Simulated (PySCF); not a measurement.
PySCF input (CCSD(T)/cc-pVDZ):

```python
from pyscf import gto, scf, mp, cc as ccmod

mol = gto.M(
    atom='''
    P     0.00056199    0.07657355    0.08927023
    H     1.02683735   -0.58960829   -0.66288796
    H    -1.03526727   -0.55899489   -0.67616545
    ''',
    basis='cc-pvdz',
    charge=-1,
    spin=0,
    verbose=4,
)

mf = scf.RHF(mol)
mf.conv_tol = 1e-10
mf.max_cycle = 100
mf.kernel()
mp2 = mp.MP2(mf, frozen=5).run()
cc = ccmod.CCSD(mf, frozen=5)
cc.max_cycle = 100
cc.kernel()
et = cc.ccsd_t()
print(f'E(CCSD(T)) = {cc.e_tot + et:.9f}')
```

Output:

```
PySCF version 2.14.0

[INPUT] verbose = 4
[INPUT] num. atoms = 3
[INPUT] num. electrons = 18
[INPUT] charge = -1
[INPUT] spin (= nelec alpha-beta = 2S) = 0
[INPUT] symmetry False subgroup None
[INPUT] Mole.unit = angstrom
[INPUT] Symbol           X                Y                Z      unit          X                Y                Z       unit  Magmom
[INPUT]  1 P      0.000561990000   0.076573550000   0.089270230000 AA    0.001062007185   0.144703037886   0.168696285777 Bohr   0.0
[INPUT]  2 H      1.026837350000  -0.589608290000  -0.662887960000 AA    1.940441365974  -1.114198188873  -1.252676695672 Bohr   0.0
[INPUT]  3 H     -1.035267270000  -0.558994890000  -0.676165450000 AA   -1.956371606026  -1.056347247131  -1.277767515393 Bohr   0.0

nuclear repulsion = 11.3099840652111
number of shells = 11
number of NR pGTOs = 55
number of NR cGTOs = 28
basis = cc-pvdz
ecp = {}

******** <class 'pyscf.scf.hf.RHF'> ********
method = RHF
initial guess = minao
damping factor = 0
level_shift factor = 0
DIIS = <class 'pyscf.scf.diis.CDIIS'>
diis_start_cycle = 1
diis_space = 8
diis_damp = 0
SCF conv_tol = 1e-10
SCF conv_tol_grad = None
SCF max_cycles = 100
direct_scf = True
direct_scf_tol = 1e-13
Set gradient conv threshold to 1e-05
Initial guess from minao.
init E= -341.553337782293
  HOMO = -0.179278323887857  LUMO = 0.11186902379395  gap/eV = 7.92252
cycle= 1 E= -341.826670929248  delta_E= -0.273  |g|= 0.239  |ddm|=  1.3
  HOMO = 0.0274468877510339  LUMO = 0.422124949572572  gap/eV = 10.73974
cycle= 2 E= -341.851202632619  delta_E= -0.0245  |g|= 0.0743  |ddm|= 0.569
  HOMO = -0.0129419522422523  LUMO = 0.41304010807193  gap/eV = 11.59156
cycle= 3 E= -341.853050600842  delta_E= -0.00185  |g|= 0.0146  |ddm|= 0.106
  HOMO = -0.0143117987666446  LUMO = 0.414030588036968  gap/eV = 11.65579
cycle= 4 E= -341.853229033462  delta_E= -0.000178  |g|= 0.00254  |ddm|= 0.0365
  HOMO = -0.0141497837678877  LUMO = 0.414215255143289  gap/eV = 11.65641
cycle= 5 E= -341.853235240661  delta_E= -6.21e-06  |g|= 0.000378  |ddm|= 0.00729
  HOMO = -0.014196106869246  LUMO = 0.414221663575371  gap/eV = 11.65784
cycle= 6 E= -341.853235354078  delta_E= -1.13e-07  |g|= 3.14e-05  |ddm|= 0.00093
  HOMO = -0.0142049692106681  LUMO = 0.41421063025882  gap/eV = 11.65778
cycle= 7 E= -341.853235354706  delta_E= -6.28e-10  |g|= 6.24e-06  |ddm|= 6.59e-05
  HOMO = -0.0142049731894116  LUMO = 0.414211341077898  gap/eV = 11.65780
cycle= 8 E= -341.853235354732  delta_E= -2.62e-11  |g|= 9.73e-07  |ddm|= 1.48e-05
  HOMO = -0.0142051807340642  LUMO = 0.414211293971226  gap/eV = 11.65781
Extra cycle  E= -341.853235354733  delta_E= -9.66e-13  |g|= 3.3e-07  |ddm|= 2e-06
converged SCF energy = -341.853235354733

******** <class 'pyscf.mp.mp2.RMP2'> ********
nocc = 4, nmo = 23
frozen orbitals 5
E(RMP2) = -341.985426207901  E_corr = -0.132190853168511
E(SCS-RMP2) = -341.989415298914  E_corr = -0.136179944181473
E_corr(same-spin) = -0.0259027841777771
E_corr(oppo-spin) = -0.106288068990734

******** <class 'pyscf.cc.ccsd.CCSD'> ********
CC2 = 0
CCSD nocc = 4, nmo = 23
frozen orbitals 5
max_cycle = 100
direct = 0
conv_tol = 1e-07
conv_tol_normt = 1e-05
diis_space = 6
diis_start_cycle = 0
diis_start_energy_diff = 1e+09
Init t2, MP2 energy = -341.985426207498  E_corr(MP2) -0.132190852765374
Init E_corr(CCSD) = -0.132190852765434
cycle = 1  E_corr(CCSD) = -0.150397528642624  dE = -0.0182066759  norm(t1,t2) = 0.0389552
cycle = 2  E_corr(CCSD) = -0.154675876247467  dE = -0.0042783476  norm(t1,t2) = 0.0130857
cycle = 3  E_corr(CCSD) = -0.15666207820183  dE = -0.00198620195  norm(t1,t2) = 0.00531475
cycle = 4  E_corr(CCSD) = -0.156632102223617  dE = 2.99759782e-05  norm(t1,t2) = 0.000784358
cycle = 5  E_corr(CCSD) = -0.156612357450128  dE = 1.97447735e-05  norm(t1,t2) = 0.000194839
cycle = 6  E_corr(CCSD) = -0.156615900585752  dE = -3.54313562e-06  norm(t1,t2) = 6.16025e-05
cycle = 7  E_corr(CCSD) = -0.15661571012532  dE = 1.90460432e-07  norm(t1,t2) = 1.60157e-05
cycle = 8  E_corr(CCSD) = -0.156615722872809  dE = -1.27474887e-08  norm(t1,t2) = 3.89683e-06
CCSD converged
E(CCSD) = -342.0098510776056  E_corr = -0.1566157228728086
CCSD(T) correction = -0.00334910474067719
E(CCSD(T)) = -342.013200182
```

Whether it binds its extra electron was not tested at this geometry.
